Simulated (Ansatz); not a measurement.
Acetonitrile, C$_{2}$H$_{3}$N: measurement beside calculation (Ansatz, PBE0-D4/def2-TZVP geometry).

```xyz
6

C     0.4393    0.0242   -0.2091
C    -0.8677   -0.0480    0.4129
N    -1.9040   -0.1050    0.9059
H     0.4143    0.7119   -1.0556
H     1.1781    0.3789    0.5111
H     0.7400   -0.9621   -0.5653
```

Measured: 3.922 D (total dipole moment, literature experiment). Source: Rotational spectroscopy, dipole moment and $^{14}$N nuclear hyperfine structure of $iso$-propyl cyanide, 2011 (arxiv:1102.5675).

```csv
functional (def2-TZVPP),dipole (D),error (D)
PBE,3.94,0.02
r2SCAN,4.05,0.13
B3LYP,4.00,0.08
ωB97M-V,4.00,0.08
```

The measured dipole is a vibrational average; the computed one belongs to the fixed geometry.

Measured: 9198.899134 ± 1.1e-05 MHz (B0, ground vibrational state, main isotopologue CH3CN, millimetre/submillimetre rotational spectroscopy); 9198.899167 ± 1.1e-05 MHz (B0, ground vibrational state, rotational spectroscopy); 158099 MHz (A0, ground vibrational state, combined fit of rotational and infrared spectra). Source: Rotational spectra of isotopic species of methyl cyanide, CH$_3$CN, in their ground vibrational states up to terahertz frequencies, 2009 (arxiv:0910.3111); Rotational spectroscopy as a tool to investigate interactions between vibrational polyads in symmetric top molecules: low-lying states $v_8 \le 2$ of methyl cyanide, CH$_3$CN, 2015 (arxiv:1502.06867).

```csv
constant,measured (MHz),computed (MHz),error (%)
B,9199,9323,1.3
B,9199,9323,1.3
A,158099,159252,0.7
```

Computed constants are equilibrium values for the main isotopes; measured ground-state ones include zero-point motion, which usually lowers them by up to about 1 %.

Measured: 365.024365 ± 9e-06 cm⁻¹ (nu8 fundamental, CCN bend (E), v8=1 energy above ground state, combined fit of rotational and infrared spectra); 920.29 cm⁻¹ (nu4 fundamental, CC stretch (A1), infrared spectroscopy, earlier work); 1041.855 cm⁻¹ (nu7 fundamental, CH3 rock (E), infrared spectroscopy, earlier work); 365.024365 ± 9e-06 cm⁻¹ (v8 fundamental, doubly degenerate bend (E), main isotopologue, rotational and rovibrational spectroscopy). Source: Rotational spectroscopy as a tool to investigate interactions between vibrational polyads in symmetric top molecules: low-lying states $v_8 \le 2$ of methyl cyanide, CH$_3$CN, 2015 (arxiv:1502.06867); Rotational spectra of isotopic species of methyl cyanide, CH$_3$CN, in their $v_8 = 1$ excited vibrational states, 2015 (arxiv:1512.05271).

Harmonic PBE0-D4 wavenumbers (cm⁻¹, unscaled): 390, 390, 951, 1053, 1053, 1401, 1464, 1464, 2393, 3070, 3151, 3151. Fundamentals include anharmonicity and usually lie a few per cent under these; harmonic values from spectra compare directly.

Enthalpy of formation at 298 K: 18.0 kcal/mol (zero for an element's reference state; older measured values of the G2 set, as listed by Staroverov and co-workers, J. Chem. Phys. 119, 12129, 2003). With their computed zero-point and thermal terms and the atoms' enthalpies of Curtiss and co-workers (1997) it gives an electronic atomization energy of 615.7 kcal/mol.

```tsv
level	atomization (kcal/mol)	error	error per bond
LDA (SPW92)	705.8	90.1	18.0
PBE-D4	637.0	21.4	4.3
revPBE-D4	620.2	4.6	0.9
BLYP-D4	623.4	7.7	1.5
r2SCAN-D4	613.9	-1.8	-0.4
B97M-V	615.5	-0.2	0.0
PBE0-D4	619.1	3.5	0.7
B3LYP-D4	618.5	2.9	0.6
r2SCANh-D4	608.5	-7.2	-1.4
r2SCAN0-D4	600.6	-15.1	-3.0
HSE06-D4	619.7	4.0	0.8
BHLYP-D4	593.2	-22.5	-4.5
CAM-B3LYP-D4	619.0	3.3	0.7
ωB97X-V	616.1	0.4	0.1
ωB97M-V	618.1	2.4	0.5
B2PLYP	614.1	-1.6	-0.3
PBE-QIDH	611.5	-4.1	-0.8
PBE	635.6	19.9	4.0
revPBE	614.7	-1.0	-0.2
BLYP	620.0	4.3	0.9
r2SCAN	613.5	-2.2	-0.4
PBE0	617.9	2.2	0.4
B3LYP	616.2	0.5	0.1
r2SCANh	608.1	-7.6	-1.5
r2SCAN0	600.2	-15.5	-3.1
HSE06	618.6	2.9	0.6
BHLYP	591.6	-24.1	-4.8
CAM-B3LYP	617.8	2.1	0.4
LC-ωPBE	615.3	-0.4	-0.1
HF/def2-TZVPP	433.9	-181.8	-36.4
MP2/def2-TZVPP	613.1	-2.6	-0.5
SCS-MP2/def2-TZVPP	611.5	-4.2	-0.8
CCSD/def2-TZVPP	586.7	-29.0	-5.8
CCSD(T)/def2-TZVPP	598.2	-17.5	-3.5
HF/def2-QZVPP	434.6	-181.1	-36.2
MP2/def2-QZVPP	622.4	6.7	1.3
SCS-MP2/def2-QZVPP	622.4	6.7	1.3
CCSD/def2-QZVPP	595.1	-20.6	-4.1
CCSD(T)/def2-QZVPP	607.3	-8.4	-1.7
HF/CBS(def2)	434.7	-181.0	-36.2
MP2/CBS(def2)	628.9	13.2	2.6
CCSD/CBS(def2)	600.9	-14.8	-3.0
CCSD(T)/CBS(def2)	613.6	-2.1	-0.4
```

Functionals use def2-TZVPP; B3LYP here is the variant with VWN-RPA as its local correlation; programs differ in this. The calculations leave out spin–orbit coupling, scalar relativity and, for the correlated methods, core correlation; together these are worth up to about 1 kcal/mol a heavy atom. HSE06 is defined as in plane-wave codes. CBS extrapolates def2-TZVPP and def2-QZVPP. T1 = 0.012.
